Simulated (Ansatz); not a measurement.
Relaxation of AlFH₅Si (8 atoms, charge 0, multiplicity 2), to a largest force component of 0.03 eV/Å in at most 50 steps.

Level of theory: UKS PBE0-D4/6-31G* in Ansatz.

```xyz
8
Properties=species:S:1:pos:R:3
Al -0.001 0.617 -0.461
F 0.003 -0.299 2.271
H 1.380 -0.163 -0.742
H -1.381 -0.165 -0.739
Si 0.001 -0.052 3.859
H -0.763 -1.150 4.503
H 1.406 -0.044 4.338
H -0.645 1.257 4.132
```

Task: Where does it end, and by what steps?

Result: It converged. After 14 steps the energy has fallen by 0.252 eV; Al1 moved furthest, 0.88 Å. Joined: Al1–F2 (2.88 → 2.06 Å).

```csv
step,energy less start (eV),largest force component (eV/Å),accepted
0,0.0000,0.777,yes
1,-0.0898,0.723,yes
2,-0.1439,0.688,yes
3,-0.1963,0.457,yes
4,-0.2026,0.053,yes
5,-0.2044,0.073,yes
6,-0.2130,0.417,yes
7,-0.2200,0.268,yes
8,-0.2266,0.088,yes
9,-0.2290,0.122,yes
10,-0.2363,0.153,yes
11,-0.2406,0.297,yes
12,-0.2497,0.220,yes
13,-0.2496,0.146,no
14,-0.2524,0.019,yes
```

```xyz
8
Properties=species:S:1:pos:R:3
Al 0.139 0.473 0.395
F -0.324 -0.710 2.014
H 1.419 -0.340 -0.136
H -1.254 0.370 -0.396
Si -0.041 -0.049 3.528
H -0.419 -1.152 4.443
H 1.398 0.279 3.621
H -0.919 1.129 3.693
```

Whether the end is a true minimum wasn't checked by a vibrational analysis.

Run time: 60 s on 1 thread of Arm Neoverse V1, with other jobs on the host, peak memory 0.16 GiB.
